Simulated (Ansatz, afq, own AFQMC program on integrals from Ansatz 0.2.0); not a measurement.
## CH2⁻, doublet: AFQMC among the cluster methods

```yaml
atoms:
  - { symbol: C, position_ang: [0.0000, -0.0988, -0.0050] }
  - { symbol: H, position_ang: [0.0000, 0.5599, -0.8033] }
  - { symbol: H, position_ang: [0.0000, 0.6173, 0.8629] }
```

Basis aug-cc-pVDZ. Only valence electrons are correlated. Integrals, coupled cluster, full CI and functionals: Ansatz 0.2.0; the random walks run on the same integrals in our own AFQMC program. The CISD trial takes its coefficients from CCSD amplitudes. Released means that phaseless walkers are propagated on without the constraint, phases kept. Uncertainties: one standard error, sampling alone.

Determinant: UHF, the one that the program's search chose, which needn't be the lowest solution. The geometry is a point of a scan.

No full CI on the walks' own integrals is used here; CCSDT(Q) serves as the reference and is uncertain by about the last step of the cluster series.

```
T1 diagnostic                               : 0.0201
weight of the determinant in the CISD state : 0.914
⟨S²⟩ of the determinant                     : 0.769
size of the correlated space                : 7 electrons in 40 orbitals
```

Reference: CCSDT(Q), correlation energy -4.683 eV. The released energy is read at 2.40 1/Eh (meV from the phaseless value at times in 1/Eh: -4 ± 10 at 0.24, -2 ± 9 at 0.51, 0 ± 9 at 0.99, -18 ± 9 at 1.62, -15 ± 13 at 2.40).

| level | E − E(reference) (kJ/mol) | share of correlation (%) |
| --- | --- | --- |
| HF | 451.8 | 0.00 |
| MP2 | 70.5 | 84.40 |
| CCSD | 17.7 | 96.08 |
| CCSD(T) | 3.0 | 99.33 |
| CCSDT | 0.9 | 99.80 |
| ph-AFQMC/HF | 0.8 ± 4.3 | 99.83 |
| ph-AFQMC/CISD | 1.1 ± 0.8 | 99.76 |
| released AFQMC | -0.4 ± 1.2 | 100.09 |

A walk keeps the symmetry of its determinant, which the program's search chose and which needn't be the lowest solution, so a lower state of the same spin and another symmetry isn't excluded. Released energies are given only where the last usable release times agree within the noise; a slower fall can still hide under it.
